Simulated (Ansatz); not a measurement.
# H5NSi: the cost of one run

All numbers below are computed with Ansatz 0.2.0 (RKS PBE0/6-31G*).

## 1. The system as given

Bond lengths: Si1–H2 1.660 Å, Si1–H3 1.660 Å, Si1–N4 1.819 Å, N4–H5 1.060 Å, N4–H6 1.060 Å, Si1–H7 1.459 Å. Angles: H2–Si1–H3 35.4°, H2–Si1–N4 123.4°, H2–Si1–H7 123.4°, H3–Si1–N4 123.4°, H3–Si1–H7 123.4°, N4–Si1–H7 109.5°, Si1–N4–H5 120.0°, Si1–N4–H6 120.0°, H5–N4–H6 120.0°.

As a file:

```xyz
7

Si    0.0000    0.0000    0.0000
H     0.9994    0.0000    1.3254
H     1.5827    0.0000    0.5009
N    -0.8572    1.4851   -0.6061
H    -1.8773    1.4300   -0.8888
H    -0.3367    2.4058   -0.6766
H    -0.6877   -1.1914   -0.4862
```

## 2. Pulling towards end A

Springs on the bonds that form and break draw the guess towards this end; the thresholds are loose.

File input.yaml:

```yaml
crystal:
  periodic: [false, false, false]
  atoms:
    - { symbol: Si, position_ang: [0.0, 0.0, 0.0] }
    - { symbol: H, position_ang: [0.9994, 0.0, 1.3254] }
    - { symbol: H, position_ang: [1.5827, 0.0, 0.5009] }
    - { symbol: "N", position_ang: [-0.8572, 1.4851, -0.6061] }
    - { symbol: H, position_ang: [-1.8773, 1.43, -0.8888] }
    - { symbol: H, position_ang: [-0.3367, 2.4058, -0.6766] }
    - { symbol: H, position_ang: [-0.6877, -1.1914, -0.4862] }
basis:
  gaussian: { orbitals: "6-31G*" }
hamiltonian:
  xc: pbe0
relax:
  f_tol: 0.15
  max_steps: 25
  restrain:
    - { distance: [1, 2], at: 1.86, k: 30.0 }
    - { distance: [0, 1], at: 1.46, k: 30.0 }
    - { distance: [0, 2], at: 1.46, k: 30.0 }
output:
  orbitals: {}
```

Run with:

```
ansatz run input.yaml --threads 1 --pin off --max-ram 2048MiB --backend cpu --events-out ev --progress --plain --runs-dir out
```

**Question.** How long does this run take on 1 thread of Arm Neoverse V1, shared host, and how much memory does it need?

About 8.1 s, with a peak of 0.1 GiB.
